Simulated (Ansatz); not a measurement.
Consider the hydrogenolysis of a C–C bond: `CC(C)[SiH3]` + H₂ → `CC[SiH3]` + CH₄.

Computed with Ansatz on PBE0-D4/def2-TZVP structures; ΔE is electronic, products minus reactants. CCSD(T)/CBS adds triple-zeta CCSD(T) − MP2 to the extrapolated MP2 energy (def2 sets, frozen cores). This one scheme is used for every species. DFT in def2-TZVPP.

`CC(C)[SiH3]`:

Z-matrix (Å, degrees):
```
C
C 1 1.526
H 1 1.093 2 112.1
H 1 1.095 2 110.9 3 120.4
H 1 1.095 2 111.1 3 -120.4
C 2 1.526 1 111.4 3 -177.7
Si 2 1.884 1 111.1 3 57.8
H 2 1.098 1 108.5 3 -58.4
H 6 1.093 2 112.1 1 177.6
H 6 1.094 2 111.1 1 -61.9
H 6 1.095 2 110.9 1 57.3
H 7 1.489 2 110.8 1 -178.1
H 7 1.490 2 109.9 1 62.2
H 7 1.489 2 110.8 1 -57.5
```

H₂:

```xyz
2

H     0.018    0.361   -0.091
H    -0.018   -0.361    0.091
```

`CC[SiH3]`:

Z-matrix (Å, degrees):
```
C
C 1 1.526
H 1 1.093 2 111.4
H 1 1.093 2 111.6 3 120.1
H 1 1.093 2 111.4 3 -119.8
Si 2 1.876 1 113.4 3 59.9
H 2 1.095 1 110.5 3 -178.6
H 2 1.095 1 110.5 3 -61.7
H 6 1.489 2 110.4 1 -59.6
H 6 1.489 2 110.4 1 59.7
H 6 1.489 2 111.1 1 -180.0
```

CH₄:

Cartesian coordinates in Å:
```
C 0.000 0.000 0.000
H 0.196 -0.651 0.851
H -1.074 0.058 -0.173
H 0.489 -0.404 -0.886
H 0.389 0.996 0.208
```

CCSD(T)/CBS gives -69.9 kJ/mol.

Another level gave -70.9 kJ/mol. Which?
A. PBE/def2-TZVPP
B. CCSD(T)/def2-TZVPP
C. HF/def2-TZVPP
D. MP2/def2-TZVPP

B. CCSD(T)/def2-TZVPP -70.9, HF/def2-TZVPP -94.5, PBE -76.8, MP2/def2-TZVPP -66.7 kJ/mol.

What do rigid-rotor, harmonic-oscillator terms from PBE0-D4/def2-TZVP frequencies (298.15 K, 1 bar) make of the CCSD(T)/CBS value? (Best estimate.)

Computed: ΔZPE = +16.9 kJ/mol, ΔH = -55.0 kJ/mol, ΔS = 27 J/(mol·K), ΔG = -63.1 kJ/mol.

Largest T1 diagnostic among the species: 0.010.

In def2-TZVPP, CCSD(T) changes the Hartree–Fock value by +23.6 kJ/mol (the triples alone add +4.5 kJ/mol) and MP2 by +27.8 kJ/mol. Leaving LDA and LC-ωPBE aside and taking each functional with its dispersion term where it has one, the values, not all of them listed here, spread over 15.9 kJ/mol, from B97M-V to revPBE-D4. LDA lies +11.9 kJ/mol from PBE without D4. The D4 term adds +11.2 kJ/mol with B3LYP and +6.1 kJ/mol with PBE0; it sums over pairs of atoms, weighted by their polarisabilities, and B3LYP, whose exchange is more repulsive, gets the larger term.

B3LYP here is the variant with VWN-RPA as its local correlation; programs differ in this.
